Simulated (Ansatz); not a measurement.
Input for Ansatz (a program for electronic structure): R-B3LYP/def2-TZVPPD on H2O (SMILES O) with ghost functions. Files ending in .json are basis or fitting sets from the Basis Set Exchange.

Ansatz 0.2 input:
```yaml
crystal:
  periodic: [false, false, false]
  atoms:
    - {symbol: O, position_ang: [2.14741283, -0.06796356, -0.05385932]}
    - {symbol: H, position_ang: [2.71776883, -0.65773256, 0.44316768]}
    - {symbol: H, position_ang: [2.71940883, 0.28302444, -0.73923132]}
basis:
  gaussian:
    orbitals: def2-TZVPPD.json
    ghost_atoms:
      - {symbol: C, position_ang: [-0.92517017, 0.03943144, 0.03089668]}
      - {symbol: H, position_ang: [0.14069983, 0.00905944, 0.00630368]}
      - {symbol: C, position_ang: [-2.13704717, 0.07317244, 0.05826868]}
      - {symbol: H, position_ang: [-3.19758017, 0.10352444, 0.08286968]}
hamiltonian:
  xc: {name: B3LYP}
scf: {lower_state_search: off}
```

Question: What total energy does the run end on?

Answer: -76.4694 hartree.
